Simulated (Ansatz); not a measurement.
# N2O: ionisation energy by level of theory

The task here is to estimate one member of a computed series from the others.

Method: unrestricted cation, the program's frozen cores in correlated methods; program: Ansatz 0.2.0, Gaussian basis.

The runs, in order: UKS PBE-D4/def2-TZVPP; UKS r2SCAN-D4/def2-TZVPP; UKS PBE0-D4/def2-TZVPP; UKS B3LYP-D4/def2-TZVPP; UKS wB97X-V/def2-TZVPP; UKS wB97M-V/def2-TZVPP; UKS B2PLYP/def2-TZVPP; UHF-CCSD(T)/def2-TZVPP; UHF-CCSD(T)/def2-QZVPP; extrapolation to the limit; then −ε(HOMO) from the neutral's earlier runs with LDA (SPW92), PBE-D4, revPBE-D4, BLYP-D4, r2SCAN-D4, B97M-V, PBE0-D4, B3LYP-D4, r2SCANh-D4, r2SCAN0-D4, HSE06-D4, BHLYP-D4, CAM-B3LYP-D4, LC-ωPBE, ωB97X-V, ωB97M-V.

## The relaxed structure

All runs share one geometry, relaxed beforehand with PBE0-D4 in a triple-zeta def2 set.

SMILES `N#[N+][O-]`, 3 atoms, charge 0, spin multiplicity 1.

Atoms are counted from 1 here; the program's logs count them from 0.

Bond lengths: N1–N2 1.118 Å, N2–O3 1.174 Å. Angles: N1–N2–O3 180.0°.

The first run:

in.yaml reads:

```yaml
crystal:
  periodic: [false, false, false]
  atoms:
    - {symbol: N, position_ang: [-0.511673, 1.001271, -0.167931]}
    - {symbol: N, position_ang: [-0.008437, 0.016545, -0.002767]}
    - {symbol: O, position_ang: [0.520110, -1.017806, 0.170688]}
basis:
  gaussian: {orbitals: def2-TZVPP}
total_charge: 1
magnetization: {spin_polarized: true, initial_magnetization: 1}
hamiltonian: {xc: pbe, dispersion: d4}
```

Steps of the session up to this table: Cation, UKS PBE-D4/def2-TZVPP; Cation, UKS r2SCAN-D4/def2-TZVPP; Cation, UKS PBE0-D4/def2-TZVPP; Cation, UKS B3LYP-D4/def2-TZVPP; Cation, UKS wB97X-V/def2-TZVPP; Cation, UKS wB97M-V/def2-TZVPP; Cation, UKS B2PLYP (frozen core)/def2-TZVPP; Cation, UHF-CCSD(T)/def2-TZVPP; Cation, UHF-CCSD(T)/def2-QZVPP.

One table of the session follows, with a row left open; its other results are not shown here.

It belongs to the step «Ionisation energies side by side». For comparison, −ε(HOMO) of the neutral from earlier runs:

| functional | −ε(HOMO) (eV) |
| --- | --- |
| LDA (SPW92) | ? |
| PBE-D4 | 8.34 |
| revPBE-D4 | 8.26 |
| BLYP-D4 | 8.24 |
| r2SCAN-D4 | 8.67 |
| B97M-V | 8.66 |
| PBE0-D4 | 9.82 |
| B3LYP-D4 | 9.59 |
| r2SCANh-D4 | 9.22 |
| r2SCAN0-D4 | 10.06 |
| HSE06-D4 | 9.41 |
| BHLYP-D4 | 11.22 |
| CAM-B3LYP-D4 | 11.24 |
| LC-ωPBE | 12.53 |
| ωB97X-V | 12.16 |
| ωB97M-V | 12.07 |

**Question.** Estimate the row for LDA (SPW92).

As computed: −ε(HOMO) (eV): 8.59. In the column «−ε(HOMO) (eV)» it lies between PBE-D4 (8.34) and B97M-V (8.66).

To keep in mind: The cation may have settled in a state other than its lowest; no search over hole states beyond the program's own was made.
